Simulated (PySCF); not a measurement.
Compound: C₄H₅O₂ (doublet state).
Z-matrix (Å and degrees, GFN2-xTB geometry), rows numbered from 1:
```
C 
C   1  1.5065
C   2  1.2841  1  126.19
C   3  1.3973  2  173.28  1    33.06
O   4  1.2209  3  124.64  2    56.11
O   4  1.3593  3  113.29  2  -124.35
H   1  1.0853  2  110.79  3    -1.19
H   1  1.0884  2  109.37  3   119.59
H   1  1.0883  2  109.26  3  -121.77
H   2  1.0886  1  113.77  3  -179.19
H   6  0.9685  4  108.65  3  -179.43
```

The hyperfine couplings belong to this conformer and change with its torsions.

Identity: `C/C=[C]\C(=O)O` [radical].

Level of theory: UKS B3LYP, pcH-1 on C H O, non-relativistic, mean-field spin-orbit, GIAO in PySCF 2.14.0. Isolated species at its GFN2-xTB geometry (one conformer only). Couplings are sensitive to structure, and on GFN2-xTB geometries they can be far from those on DFT ones. The SCF solution wasn't tested for stability.

(1) Where do the isotropic ENDOR lines of H10, H7/H8/H9 and H11 fall at 1212.9 mT, to first order?

(2) Which pairs are centred on the nuclear Larmor frequency, and which on half the coupling?

Results:

(1) ν± = |νn ± a/2|, one line for each electron-spin manifold; νn = |g_N| × 7.62259 MHz/T × B.

```csv
nuclei,isotope,g_N,νn (MHz),a_iso (MHz),lower line (MHz),upper line (MHz)
H10,1H,5.5857,51.64,149.59,23.15,126.44
H7/H8/H9,1H,5.5857,51.64,-6.21,48.54,54.74
H11,1H,5.5857,51.64,-2.91,50.19,53.10
```

(2) Centred on νn, since |a| < 2νn: H7/H8/H9 and H11. Centred on |a|/2 and split by 2νn: H10.

Class means assume fast exchange of nuclei equivalent by connectivity; if that motion is slow, each nucleus keeps its own coupling.

The largest Mulliken spin populations are on C3 (+0.85), O5 (+0.22), C2 (-0.15) and C4 (-0.07). The positive populations add up to 1.23 and the negative ones to -0.23, together 2S = 1.

The run took 23 s of wall time on one thread of an Arm Neoverse V2, on a shared host.
